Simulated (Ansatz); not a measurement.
Input for Ansatz (development build ahead of 0.2.0):

```yaml
crystal:
  periodic: [false, false, false]
  atoms:
    - { symbol: O, position_ang: [-0.04891, -0.35149, -1.90789] }
    - { symbol: H, position_ang: [-0.02958, -0.46412, -0.94407] }
    - { symbol: Cl, position_ang: [0.02446, 0.19383, 1.07293] }
    - { symbol: H, position_ang: [0.03169, 0.58439, -1.95511] }
basis:
  gaussian: { orbitals: STO-3G }
total_charge: -1
hamiltonian:
  xc: hf
correlation:
  method: mp2
  frozen_orbitals: { Cl: 5, H: 0, O: 1 }
```

The input is written out in the form of the current development build from the run's settings.

The run gave:

```
Converged                       : yes
Reference energy                : -529.47183 hartree
Correlation energy              : -0.03464 hartree
Total energy                    : -529.50647 hartree
Spin squared of the determinant : 0.000
```

Caution: no diffuse functions for an anion.
